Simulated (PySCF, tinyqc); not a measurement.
G0W0 on RHF in the sto-6g basis, for LiH, spin multiplicity 1, step by step. The lowest restricted solution is unstable here: a spin-polarised one lies 0.0192 hartree lower (PySCF). One step of it, computed by the program tinyqc.

Problem. G0W0 on Hartree-Fock: LUMO. W(p,q,m) = sqrt2 sum_ia (pq|ia) (X+Y)_ia,m; Sigma_c(x) = sum_(i,m) W^2/(x - e_i + w_m) + sum_(a,m) W^2/(x - e_a - w_m); solve x = e_p + Sigma_c(x) by Newton steps; Z = 1/(1 - dSigma/dx); 1 hartree = 27.211386 eV.

orbital energies (hartree): MO1 -2.413823, MO2 -0.216092, MO3 0.066591, MO4 0.155585, MO5 0.155585, MO6 0.332196

Two-electron integrals over orbitals (pq|rs), unique and non-zero (hartree):
```
(11|11) 1.665511    (21|11) -0.097349   (21|21) 0.009975    (22|11) 0.296746
(22|21) 0.001904    (22|22) 0.437595    (31|11) -0.145621   (31|21) 0.011265
(31|22) -0.009631   (31|31) 0.023245    (32|11) 0.038572    (32|21) -0.002518
(32|22) -0.065067   (32|31) -0.000787   (32|32) 0.027160    (33|11) 0.391286
(33|21) -0.008292   (33|22) 0.210324    (33|31) 0.000285    (33|32) 0.017283
(33|33) 0.322834    (41|41) 0.010029    (42|41) 0.007163    (42|42) 0.020396
(43|41) 0.010432    (43|42) 0.020995    (43|43) 0.041669    (44|11) 0.396974
(44|21) -0.003218   (44|22) 0.233763    (44|31) -0.004805   (44|32) 0.018876
(44|33) 0.278089    (44|44) 0.313125    (51|51) 0.010029    (52|51) 0.007163
(52|52) 0.020396    (53|51) 0.010432    (53|52) 0.020995    (53|53) 0.041669
(54|54) 0.016875    (55|11) 0.396974    (55|21) -0.003218   (55|22) 0.233763
(55|31) -0.004805   (55|32) 0.018876    (55|33) 0.278089    (55|44) 0.279374
(55|55) 0.313125    (61|11) 0.068618    (61|21) -0.009090   (61|22) -0.006799
(61|31) -0.004886   (61|32) 0.002871    (61|33) 0.011716    (61|44) 0.001582
(61|55) 0.001582    (61|61) 0.011060    (62|11) -0.089342   (62|21) 0.000914
(62|22) 0.105800    (62|31) 0.004815    (62|32) -0.051144   (62|33) -0.018134
(62|44) -0.043487   (62|55) -0.043487   (62|61) 0.001649    (62|62) 0.133874
(63|11) 0.025737    (63|21) -0.001909   (63|22) -0.062908   (63|31) 0.004111
(63|32) 0.022510    (63|33) 0.037376    (63|44) 0.011161    (63|55) 0.011161
(63|61) 0.004570    (63|62) -0.043037   (63|63) 0.035298    (64|41) -0.005453
(64|42) -0.017462   (64|43) -0.010925   (64|64) 0.018619    (65|51) -0.005453
(65|52) -0.017462   (65|53) -0.010925   (65|65) 0.018619    (66|11) 0.348516
(66|21) 0.000457    (66|22) 0.404600    (66|31) -0.010034   (66|32) -0.049222
(66|33) 0.238872    (66|44) 0.254418    (66|55) 0.254418    (66|61) -0.005341
(66|62) 0.080716    (66|63) -0.046156   (66|66) 0.396071
```

excitation energies w (hartree): [0.312318, 0.410302, 0.410302, 0.779226, 2.526092, 2.589411, 2.589411, 2.768423]

X + Y, order 1>3, 1>4, 1>5, 1>6, 2>3, 2>4, 2>5, 2>6:
$$\begin{pmatrix}
-0.000479 & 0.000000 & 0.000000 & -0.006994 & 0.990126 & 0.000000 & 0.000000 & -0.037647 \\
0.000000 & 0.001930 & -0.010544 & 0.000000 & 0.000000 & -0.472706 & 0.876816 & 0.000000 \\
0.000000 & -0.010544 & -0.001930 & 0.000000 & 0.000000 & 0.876816 & 0.472706 & 0.000000 \\
-0.004426 & 0.000000 & 0.000000 & -0.001748 & 0.041464 & 0.000000 & 0.000000 & 0.995156 \\
0.939102 & 0.000000 & 0.000000 & -0.096427 & -0.000136 & 0.000000 & 0.000000 & 0.000429 \\
0.000000 & -0.171396 & 0.936200 & 0.000000 & 0.000000 & -0.000770 & 0.001428 & 0.000000 \\
0.000000 & 0.936200 & 0.171396 & 0.000000 & 0.000000 & 0.001428 & 0.000770 & 0.000000 \\
0.212121 & 0.000000 & 0.000000 & 0.828001 & 0.001835 & 0.000000 & 0.000000 & 0.000446
\end{pmatrix}$$

Give: The 12 largest terms at x = e_p; Newton steps; quasiparticle energy of the LUMO; Hartree-Fock value.

Solution.

The 12 largest terms at x = e_p (hartree; W for the signs of X + Y given):
```
q  m        W       term
2  4  -0.0636     0.0038
6  4  -0.0535    -0.0027
5  2   0.0276    -0.0015
4  3   0.0276    -0.0015
3  1   0.0174    -0.0010
2  1   0.0207     0.0007
3  4  -0.0236    -0.0007
6  1   0.0170  -4.97e-04
1  5   0.0323   2.08e-04
3  8   0.0165  -9.80e-05
4  7   0.0130  -6.29e-05
5  6   0.0130  -6.29e-05
```

Newton steps (hartree):
```
step       x  Sigma_c(x)       Z
0     0.0666     -0.0036  0.9815
1     0.0630     -0.0035  0.9817
2     0.0630     -0.0035  0.9817
```

quasiparticle energy of the LUMO = 1.7155 eV

Hartree-Fock value = 1.8120 eV
